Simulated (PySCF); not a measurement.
## Excitation energies in several basis sets

1,1,1-trichloro-2-fluoroethane, C₂H₂Cl₃F.
Atom-mapped SMILES: `[F:1][CH2:2][C:3]([Cl:4])([Cl:5])[Cl:6]` (hydrogens: H7, H8 on C2)

TDDFT with PBE0 (PySCF), vertical singlets, core orbitals frozen in the response, spherical d and f functions. Isolated species at its PBE0-D3(BJ)/def2-SVP geometry, gas phase.

Compare 6-31G*, def2-SVP, 6-31+G*, def2-SVPD, aug-cc-pVDZ, def2-TZVP and def2-TZVPD for this molecule.

```csv
basis,functions,diffuse,S1 (eV),S2 (eV),S3 (eV),S4 (eV),S5 (eV),LUMO (eV),α (au)
6-31G*,100,no,6.39,6.82,6.92,6.97,7.40,-0.88,50.8
def2-SVP,106,no,6.86,7.30,7.39,7.41,7.59,-0.24,48.8
6-31+G*,124,yes,6.30,6.73,6.83,6.91,7.22,-1.14,60.0
def2-SVPD,160,yes,6.40,6.82,6.92,6.99,7.19,-1.05,67.9
aug-cc-pVDZ,168,yes,6.34,6.77,6.86,6.92,7.23,-1.04,67.7
def2-TZVP,216,no,6.39,6.81,6.90,6.95,7.32,-0.88,60.8
def2-TZVPD,270,yes,6.24,6.65,6.74,6.80,7.13,-1.13,69.2
```

States are compared by their number. Against the largest diffuse basis here (def2-TZVPD, itself not a converged limit), sets without diffuse functions differ by up to 0.62 eV in S1 and 0.45 eV in S5; the smaller diffuse sets differ by up to 0.16 and 0.10 eV. State by state, the largest deviation of a set without diffuse functions is S1 0.62, S2 0.65, S3 0.65, S4 0.62, S5 0.45 eV. The same number needn't mean the same state in each row. Against def2-TZVPD the polarisability deviates by -27% in 6-31G*, -29% in def2-SVP, -13% in 6-31+G*, -2% in def2-SVPD, -2% in aug-cc-pVDZ, -12% in def2-TZVP. A single + in a Pople set puts diffuse functions on heavy atoms only.
